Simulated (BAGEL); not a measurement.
# One shape, several levels: singlet CH4NSi+

Wanted: a comparison of 6 runs (HF/3-21G, HF/def2-SVPD, B3LYP/6-31G*, B3LYP/def2-SVPD, PBE0/def2-SVPD, RI-MP2/def2-SVPD) of singlet CH4NSi+. 

The results are computed with BAGEL 1.2.2.

2 further runs of the same task are left out: 2 set aside as unsound or not needed.

## (1) Starting point

The species is CH4NSi+ (7 atoms), meant as a singlet with charge +1. As SMILES of the parent species, `[H]/N=C/[SiH2]`. The coordinates come from a GFN2-xTB relaxation. This is one conformer, not always the lowest. That shape belongs to the parent species and isn't relaxed for this state.

Bond lengths: N1–C2 1.286 Å, C2–Si3 1.829 Å, N1–H4 1.018 Å, C2–H5 1.102 Å, Si3–H6 1.445 Å, Si3–H7 1.453 Å. Angles: N1–C2–Si3 119.7°, N1–C2–H5 123.0°, Si3–C2–H5 117.4°, C2–N1–H4 114.6°, C2–Si3–H6 123.1°, C2–Si3–H7 118.6°, H6–Si3–H7 118.3°.

## (2) The energy at HF/3-21G (density fitting with qzvpp-jkfit) (run 1)

Input file input.json:

```json
{ "bagel": [

{
  "title": "molecule",
  "basis": "3-21g",
  "df_basis": "qzvpp-jkfit",
  "angstrom": "true",
  "geometry": [
    { "atom": "N", "xyz": [      -1.548860,      -0.132150,      -0.159430 ] },
    { "atom": "C", "xyz": [      -0.314040,      -0.117140,      -0.518110 ] },
    { "atom": "Si", "xyz": [       0.986230,       0.201460,       0.727650 ] },
    { "atom": "H", "xyz": [      -2.206780,      -0.315210,      -0.914920 ] },
    { "atom": "H", "xyz": [       0.010790,      -0.289530,      -1.556520 ] },
    { "atom": "H", "xyz": [       0.698950,       0.439760,       2.123830 ] },
    { "atom": "H", "xyz": [       2.373720,       0.212800,       0.297500 ] }
  ]
},

{
  "title": "hf",
  "charge": 1
},

{
  "title": "print",
  "file": "orbitals.molden",
  "orbitals": "true"
}

]}
```

Command:

```console
$ BAGEL_NUM_THREADS=1 BAGEL input.json > input.out
```

Standard output:

```text
* using 1 threads per process

  ===============================================================
  ===============================================================

  *** Geometry ***

  { "atom" : "N", "xyz" : [     -2.926921,     -0.249727,     -0.301279 ] },
  { "atom" : "C", "xyz" : [     -0.593450,     -0.221363,     -0.979086 ] },
  { "atom" : "Si", "xyz" : [      1.863705,      0.380704,      1.375059 ] },
  { "atom" : "H", "xyz" : [     -4.170210,     -0.595661,     -1.728948 ] },
  { "atom" : "H", "xyz" : [      0.020390,     -0.547132,     -2.941397 ] },
  { "atom" : "H", "xyz" : [      1.320824,      0.831026,      4.013457 ] },
  { "atom" : "H", "xyz" : [      4.485681,      0.402134,      0.562194 ] },

  Number of auxiliary basis functions:      352

  Since a DF basis is specified, we compute 2- and 3-index integrals:
    o Being stored without compression. Storage requirement is 0.004 GB

  Number of basis functions:       39
  Number of electrons      :       31

    * METHOD: MOLECULE                             0.10

  *** RHF ***

  === Nuclear Repulsion ===
    91.1490195402

      * DIIS with orbital gradients will be used.

  === RHF iteration (3-21g) ===
      0       -381.05097443          0.02687566           0.01
      1       -381.13149451          0.01917577           0.01
      2       -381.17064697          0.00266710           0.01
      3       -381.17288700          0.00099568           0.01
      4       -381.17322792          0.00042947           0.01
      5       -381.17330656          0.00011345           0.02
      6       -381.17331070          0.00001992           0.01
      7       -381.17331084          0.00000682           0.01
      8       -381.17331085          0.00000203           0.01
      9       -381.17331085          0.00000079           0.01
     10       -381.17331085          0.00000022           0.01
     11       -381.17331085          0.00000008           0.01
     12       -381.17331085          0.00000005           0.01
     13       -381.17331085          0.00000002           0.01
     14       -381.17331085          0.00000001           0.01
    * SCF iteration converged.

    * Permanent dipole moment:
           (   -1.144768,    -0.056060,     0.118467) a.u.

    * METHOD: HF                                   0.31

    * METHOD: PRINT                                0.00

  ===============================================================
```

It took 0.64 s on 1 thread of Intel Xeon Platinum 8259CL at 2.50GHz (Skylake/Cascade Lake), shared host; peak memory 0.08 GiB.

## (3) A single-point energy at HF/def2-SVPD (density fitting with qzvpp-jkfit) (run 2)

Input file input.json:

```json
{ "bagel" : [

{
  "title" : "molecule",
  "basis" : "def2-svpd.json",
  "df_basis" : "qzvpp-jkfit",
  "angstrom" : true,
  "geometry" : [
    { "atom" : "N", "xyz" : [   -1.548860,   -0.132150,   -0.159430 ] },
    { "atom" : "C", "xyz" : [   -0.314040,   -0.117140,   -0.518110 ] },
    { "atom" : "Si", "xyz" : [    0.986230,    0.201460,    0.727650 ] },
    { "atom" : "H", "xyz" : [   -2.206780,   -0.315210,   -0.914920 ] },
    { "atom" : "H", "xyz" : [    0.010790,   -0.289530,   -1.556520 ] },
    { "atom" : "H", "xyz" : [    0.698950,    0.439760,    2.123830 ] },
    { "atom" : "H", "xyz" : [    2.373720,    0.212800,    0.297500 ] }
  ]
},
{
  "title" : "hf",
  "charge" : 1
},
{
  "title" : "print",
  "file" : "orbitals.molden",
  "orbitals" : true
}

]}
```

The basis set def2-SVPD is read from a file made from the Basis Set Exchange's data (not shown).

Command:

```console
$ BAGEL_NUM_THREADS=1 BAGEL input.json > input.out
```

Standard output:

```text
* using 1 threads per process

  ===============================================================
  ===============================================================

  *** Geometry ***

  { "atom" : "N", "xyz" : [     -2.926921,     -0.249727,     -0.301279 ] },
  { "atom" : "C", "xyz" : [     -0.593450,     -0.221363,     -0.979086 ] },
  { "atom" : "Si", "xyz" : [      1.863705,      0.380704,      1.375059 ] },
  { "atom" : "H", "xyz" : [     -4.170210,     -0.595661,     -1.728948 ] },
  { "atom" : "H", "xyz" : [      0.020390,     -0.547132,     -2.941397 ] },
  { "atom" : "H", "xyz" : [      1.320824,      0.831026,      4.013457 ] },
  { "atom" : "H", "xyz" : [      4.485681,      0.402134,      0.562194 ] },

  Number of auxiliary basis functions:      352

  Since a DF basis is specified, we compute 2- and 3-index integrals:
    o Being stored without compression. Storage requirement is 0.026 GB

  Number of basis functions:       96
  Number of electrons      :       31

    * METHOD: MOLECULE                             0.18

  *** RHF ***

  === Nuclear Repulsion ===
    91.1490195402

      * DIIS with orbital gradients will be used.

  === RHF iteration (def2-svpd.json) ===
      0       -382.92197667          0.01725056           0.05
      1       -383.02803106          0.01222807           0.05
      2       -383.08183683          0.00195421           0.05
      3       -383.08476703          0.00065383           0.05
      4       -383.08508891          0.00028187           0.05
      5       -383.08519403          0.00011009           0.05
      6       -383.08521026          0.00002171           0.05
      7       -383.08521071          0.00000572           0.05
      8       -383.08521074          0.00000168           0.05
      9       -383.08521074          0.00000049           0.05
     10       -383.08521074          0.00000014           0.05
     11       -383.08521074          0.00000006           0.05
     12       -383.08521074          0.00000003           0.05
     13       -383.08521074          0.00000001           0.05
     14       -383.08521074          0.00000001           0.05
    * SCF iteration converged.

    * Permanent dipole moment:
           (   -1.196431,    -0.071694,     0.051341) a.u.

    * METHOD: HF                                   0.87

    * METHOD: PRINT                                0.02

  ===============================================================
```

Run time: 1.3 s. Hardware: 1 thread of Intel Xeon Platinum 8259CL at 2.50GHz (Skylake/Cascade Lake), shared host; peak memory 0.096 GiB.

Runs 3 to 5 aren't shown in full; the table further down has their settings and results.

## (4) A single-point energy at RI-MP2/def2-SVPD (density fitting with qzvpp-jkfit) (run 6)

Input file job.json:

```json
{ "bagel" : [

{
  "title" : "molecule",
  "basis" : "def2-svpd.json",
  "df_basis" : "qzvpp-jkfit",
  "angstrom" : true,
  "geometry" : [
    { "atom" : "N", "xyz" : [   -1.548860,   -0.132150,   -0.159430 ] },
    { "atom" : "C", "xyz" : [   -0.314040,   -0.117140,   -0.518110 ] },
    { "atom" : "Si", "xyz" : [    0.986230,    0.201460,    0.727650 ] },
    { "atom" : "H", "xyz" : [   -2.206780,   -0.315210,   -0.914920 ] },
    { "atom" : "H", "xyz" : [    0.010790,   -0.289530,   -1.556520 ] },
    { "atom" : "H", "xyz" : [    0.698950,    0.439760,    2.123830 ] },
    { "atom" : "H", "xyz" : [    2.373720,    0.212800,    0.297500 ] }
  ]
},
{
  "title" : "hf",
  "charge" : 1
},
{
  "title" : "mp2",
  "charge" : 1,
  "ncore" : 7
}

]}
```

The basis set def2-SVPD is read from a file made from the Basis Set Exchange's data (not shown).

Command:

```console
$ BAGEL_NUM_THREADS=1 BAGEL job.json > job.out
```

Standard output:

```text
* using 1 threads per process

  ===============================================================
  ===============================================================

  *** Geometry ***

  { "atom" : "N", "xyz" : [     -2.926921,     -0.249727,     -0.301279 ] },
  { "atom" : "C", "xyz" : [     -0.593450,     -0.221363,     -0.979086 ] },
  { "atom" : "Si", "xyz" : [      1.863705,      0.380704,      1.375059 ] },
  { "atom" : "H", "xyz" : [     -4.170210,     -0.595661,     -1.728948 ] },
  { "atom" : "H", "xyz" : [      0.020390,     -0.547132,     -2.941397 ] },
  { "atom" : "H", "xyz" : [      1.320824,      0.831026,      4.013457 ] },
  { "atom" : "H", "xyz" : [      4.485681,      0.402134,      0.562194 ] },

  Number of auxiliary basis functions:      352

  Since a DF basis is specified, we compute 2- and 3-index integrals:
    o Being stored without compression. Storage requirement is 0.026 GB

  Number of basis functions:       96
  Number of electrons      :       31

    * METHOD: MOLECULE                             0.18

  *** RHF ***

  === Nuclear Repulsion ===
    91.1490195402

      * DIIS with orbital gradients will be used.

  === RHF iteration (def2-svpd.json) ===
      0       -382.92197667          0.01725056           0.05
      1       -383.02803106          0.01222807           0.05
      2       -383.08183683          0.00195421           0.05
      3       -383.08476703          0.00065383           0.05
      4       -383.08508891          0.00028187           0.05
      5       -383.08519403          0.00011009           0.05
      6       -383.08521026          0.00002171           0.05
      7       -383.08521071          0.00000572           0.05
      8       -383.08521074          0.00000168           0.05
      9       -383.08521074          0.00000049           0.05
     10       -383.08521074          0.00000014           0.05
     11       -383.08521074          0.00000006           0.05
     12       -383.08521074          0.00000003           0.05
     13       -383.08521074          0.00000001           0.05
     14       -383.08521074          0.00000001           0.06
    * SCF iteration converged.

    * Permanent dipole moment:
           (   -1.196431,    -0.071694,     0.051341) a.u.

    * METHOD: HF                                   0.87

  *** RHF ***

  === Nuclear Repulsion ===
    91.1490195402

      * DIIS with orbital gradients will be used.

  === RHF iteration (def2-svpd.json) ===
      0       -383.08521074          0.00000000           0.04
    * SCF iteration converged.

    * Permanent dipole moment:
           (   -1.196431,    -0.071694,     0.051341) a.u.

  === DF-MP2 calculation ===

    * freezing 7 orbitals
    * 3-index integral transformation done
    * assembly done

      MP2 correlation energy:   -0.3831538853      0.02

      MP2 total energy:       -383.4683646269

    * METHOD: MP2                                  0.13

  ===============================================================
```

Wall time 1.4 s (1 thread of Intel Xeon Platinum 8259CL at 2.50GHz (Skylake/Cascade Lake), shared host); peak memory 0.096 GiB.

## (5) The series

```
run                                                                 level  frozen core orbitals  energy (Eh)  HOMO energy (eV)  LUMO energy (eV)  HOMO–LUMO gap (eV)  wall time
  1                           HF/3-21G (density fitting with qzvpp-jkfit)                     –  -381.173311            -17.02             -6.25               10.77     0.64 s
  2                       HF/def2-SVPD (density fitting with qzvpp-jkfit)                     –  -383.085211            -17.29             -6.17               11.12      1.3 s
  3  B3LYP/6-31G* (density fitting with qzvpp-jkfit, spherical functions)                     –  -384.385365            -13.10             -9.88                3.22      5.7 s
  4                    B3LYP/def2-SVPD (density fitting with qzvpp-jkfit)                     –  -384.254198            -13.26             -9.99                3.27      9.3 s
  5                     PBE0/def2-SVPD (density fitting with qzvpp-jkfit)                     –  -383.992656            -13.49             -9.77                3.72        9 s
  6                   RI-MP2/def2-SVPD (density fitting with qzvpp-jkfit)                     7  -383.468365                 –                 –                   –      1.4 s
```

## (6) Summary of results

| quantity | value |
| --- | --- |
| run 6: total energy | -383.46836 Eh |
| run 6: correlation energy (7 core orbitals frozen) | -383.2 mEh |

In words: Over runs 1, 2, 3, 4, 5 the HOMO–LUMO gap runs from 3.22 eV (B3LYP/6-31G*) to 11.12 eV (HF/def2-SVPD). The two ends differ in method and basis. Totals of different functionals can't be ranked against each other. All runs together took 27 s, the longest 9.3 s.
